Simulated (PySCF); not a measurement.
Species: FH₃Si₂ (triplet state).
Bonds: F1–Si2, Si2–Si3. Hydrogens: H4, H5, H6 on Si3.

Level of theory: PBE0-D3(BJ)/def2-SVP geometry optimisation, gas phase in PySCF.

Question: List the bond lengths and angles at this level.

Answer: 
```tsv
bond	length (pm)	order
F1–Si2	164.0	single
Si2–Si3	234.1	single
Si3–H4, Si3–H5, Si3–H6	149.4	single
```

Bonds in one row agree within 1 pm and their mean is given. Orders are formal, as drawn. A selection of angles:
```tsv
angle	degrees
F1–Si2–Si3	116.7
Si2–Si3–H4	111.9
Si2–Si3–H6	102.9
H4–Si3–H5	109.3
```

Si3 (silicon bonded to Si and 3 H) is distorted tetrahedral (angles from 102.9° to 111.9°).

Point group: Cs (every atom within 0.08 Å of its image). PBE0-D3(BJ)/def2-SVP frequencies: not computed here. ⟨S²⟩ = 2.003 (exact for a triplet: 2.00). This triplet need not be the ground state; the singlet was not compared here.

On an Arm Neoverse V1 with one thread (shared host), this took 10 s wall. This is the geometry optimisation.
